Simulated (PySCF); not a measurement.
Atoms are numbered as in `[F:1][SiH:2]`. Each H is labelled by its parent atom.

Geometry: PBE0-D3(BJ)/def2-SVP; GIAO shifts from PySCF 2.14, gas phase, non-relativistic, averaged over equivalent atoms.

At PBE0/pcSseg-1 (46 basis functions, 1.7 s wall time on 1 thread of an x86-64 server CPU, shared host):
| atoms | δ (ppm) |
| --- | --- |
| F1 | 155.2 |
| Si2 | 497.7 |
| H(Si2) | 9.37 |

Referencing at the same level of theory: CFCl3 for ¹⁹F (σ = 177.25 ppm); ²⁹Si (σ = 351.99 ppm) and ¹H (σ = 31.27 ppm) against TMS.

Q: Estimate the result of repeating the calculation with PBE0/pcSseg-2.

A: 
| atoms | δ at PBE0/pcSseg-2 | change |
| --- | --- | --- |
| F1 | 121.1 | -34.1 |
| Si2 | 477.9 | -19.8 |
| H(Si2) | 9.22 | -0.15 |

δ = σ(ref) − σ, references computed at the same level: ¹⁹F (175.81 ppm) against CFCl3; ²⁹Si (341.29 ppm) and ¹H (31.25 ppm) against TMS.

The largest change is at F1 (fluorine bonded to Si). Cost: 93 basis functions, 1.5 s wall time on 1 thread of an x86-64 server CPU, shared host.

Unscaled 19F shifts against computed CFCl3 carry errors that often reach 10 to 50 ppm.
